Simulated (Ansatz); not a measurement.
**How far each method lies from full CI for GaH₄⁺, triplet**

Geometry: a point of a breathe scan, not a stationary point.

```xyz
5

Ga    0.0000    0.0000    0.0000
H     0.5820    0.5924    1.2077
H    -0.5910   -0.5835    1.2077
H    -0.5834    0.5820   -1.2120
H     0.5924   -0.5910   -1.2033
```

Basis cc-pVDZ; Ansatz 0.2.0. Only valence electrons are correlated (noble-gas cores and the filled d shells of p-block atoms frozen), which leaves 6 electrons in 33 orbitals. Prefix R: restricted or restricted open-shell reference; prefix U: unrestricted. Active spaces: pair = (4e, 4o) about the gap; valence = (6e, 8o) chosen from the atoms' valence shells. No spin–orbit coupling is included, and no scalar relativity.

Full CI is exact within this basis and frozen core; it isn't the basis-set limit. The frozen core follows each run's orbitals, which can shift R against U totals by a few meV for light atoms and by up to 0.1 eV past Ca.

The UHF ⟨S²⟩ is 2.026. The T1 diagnostic (RCCSD) is 0.0228. The largest doubles amplitude (RCCSD) is 0.037.

| level | E − E(RHF) (eV) |
| --- | --- |
| RMP2 | -2.1030 |
| RCCSD | -2.7135 |
| RCCSD(T) | -2.7574 |

(1) Estimate how far full CI in cc-pVDZ lies from RCCSD(T). The table doesn't fix it; the size of (T) and the diagnostics are the guide.

(1) Full CI in cc-pVDZ lies 1.6 kJ/mol below RCCSD(T), which is 37 % of the (T) step (-4.2 kJ/mol). The diagnostics give no warning, yet the rest is a sizeable part of (T).

The other levels:

| level | E − E(full CI) (kJ/mol) | share of correlation (%) | wall time |
| --- | --- | --- | --- |
| BCCD(T) | 1.6 | 99.41 | 1.5 s |
| RCCSDT | 0.2 | 99.94 | – |
| RCCSDT(Q) | 0.1 | 99.96 | 7.5 s |
| CASSCF (pair space) | 225.8 | 15.62 | – |
| NEVPT2 (pair space) | 60.3 | 77.45 | 2.9 s |
| MRCISD (pair space) | 9.6 | 96.41 | – |
| MRCISD+Q (pair space) | -2.3 | 100.85 | 3.3 s |
| CASSCF (valence space) | 128.0 | 52.16 | – |
| NEVPT2 (valence space) | 35.7 | 86.65 | 5.5 s |
| MRCISD (valence space) | 2.5 | 99.08 | – |
| MRCISD+Q (valence space) | -0.8 | 100.29 | 7 s |

The correlation energy at full CI, counted from RHF, is -2.774 eV. That run took 1.7 min on 1 thread of Arm Neoverse N1, shared host over 7,441,080 determinants.

Run but not shown, since their state or frozen core can't be matched to the reference's or they repeat it: UHF, UMP2, UCCSD, UCCSD(T), UCCSDT, UCCSDT(Q).

Times hold each run's SCF and search for its determinant on a shared host, so for small cases they say little of a method's own cost; they ran on 1 thread of Arm Neoverse N1.

More than 5 meV below full CI, which no variational method can be: MRCISD+Q (pair space), MRCISD+Q (valence space).

The full-CI state has the irrep A2 of C2v, in the program's axes (one component, if the state is degenerate).

Natural occupations of full CI about the gap: 1.960 1.942 0.996 0.996 0.023 0.016 0.016 0.013 0.007 0.004; effectively unpaired electrons, Σ n²(2−n)², 2.02.
